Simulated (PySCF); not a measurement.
## Broadened absorption spectrum of hydrogen peroxide

Hydrogen peroxide, H2O2.
Bonds: O1–O2. Hydrogens: H3 on O1; H4 on O2.

Computed with PySCF, TDDFT CAM-B3LYP/aug-cc-pVTZ, vertical, gas phase, core orbitals frozen in the response. Isolated species at its PBE0-D3(BJ)/def2-TZVP geometry, gas phase. Torsions of this conformer, `[OH:1][OH:2]`: H–O1–O2–H -176°.

Computed states:

| state | E (eV) | f |
| --- | --- | --- |
| S1 | 5.29 | 0.0032 |
| S2 | 5.97 | 0.0000 |
| S3 | 7.07 | 0.0069 |
| S4 | 8.63 | 0.017 |
| S5 | 8.65 | 0.088 |
| S6 | 8.79 | 0.0000 |
| S7 | 8.99 | 0.0001 |
| S8 | 9.05 | 0.0032 |
| S9 | 9.46 | 0.0013 |
| S10 | 9.55 | 0.012 |

Broadening: Gaussians 0.4 eV wide at half height, area fixed by f = 4.319×10⁻⁹ ∫ε dν̃. The width is an assumption, not a result. The curve ends short of the highest state used, and states not computed would add to its high-energy end.

(1) Give the broadened spectrum and its maxima.

(2) Coming from long wavelengths, where does ε first pass 100 L mol⁻¹ cm⁻¹?

(3) On this curve, what absorbance would a 10⁻⁴ mol/L sample give at 222 nm over a 1 cm path?

Results:

(1) 
| E (eV) | ε (L mol⁻¹ cm⁻¹) |
| --- | --- |
| 4.69 | 0 |
| 4.84 | 6 |
| 4.99 | 45 |
| 5.13 | 138 |
| 5.28 | 218 |
| 5.43 | 158 |
| 5.57 | 58 |
| 5.72 | 10 |
| 5.87 | 1 |
| 6.01 | 1 |
| 6.16 | 0 |
| 6.31 | 0 |
| 6.45 | 1 |
| 6.60 | 11 |
| 6.75 | 83 |
| 6.89 | 272 |
| 7.04 | 458 |
| 7.19 | 353 |
| 7.33 | 137 |
| 7.48 | 23 |
| 7.63 | 2 |
| 7.78 | 0 |
| 7.92 | 1 |
| 8.07 | 23 |
| 8.22 | 312 |
| 8.36 | 1738 |
| 8.51 | 5160 |
| 8.66 | 7042 |
| 8.80 | 4718 |
| 8.95 | 1589 |

Maxima: 234 nm (5.29 eV), ε about 220, made up of S1 (100%); 176 nm (7.06 eV), ε about 460, made up of S3 (100%); 143 nm (8.65 eV), ε about 7100, made up of S4 (16%) and S5 (84%) (ε in L mol⁻¹ cm⁻¹; maxima over ε = 5, shares over 10%).

(2) At about 244 nm (5.08 eV), 0.21 eV below S1.

(3) 222 nm is 5.585 eV, where ε is about 50 L mol⁻¹ cm⁻¹, so A = ε c l ≈ 0.005 (Beer–Lambert, with the gas-phase spectrum and the assumed width).

Time: 3.2 s of wall time; peak memory 0.42 GiB. Hardware: one thread, AMD EPYC 7R43 (x86_64), no GPU (shared host).
